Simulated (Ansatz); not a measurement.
Z-matrix (Å, degrees):
```
O
H 1 0.9766
```
Charge 0, spin multiplicity 2.

Calculation: frozen-core CCSD(T)/cc-pVTZ // B3LYP-D3(BJ)/def2-TZVP (Ansatz, a first-principles code).

```yaml
HF energy: -75.41897 Ha
MP2 correlation energy: -0.19986 Ha
```

**Question.** Estimate the CCSD correlation energy, the (T) correction, the total energy and the T1 diagnostic.

**Answer.** 
```
Property                        Value
-----------------------  ------------
CCSD correlation energy   -0.21361 Ha
(T) correction            -0.00512 Ha
CCSD(T) total energy     -75.63770 Ha
T1 diagnostic                   0.007
```
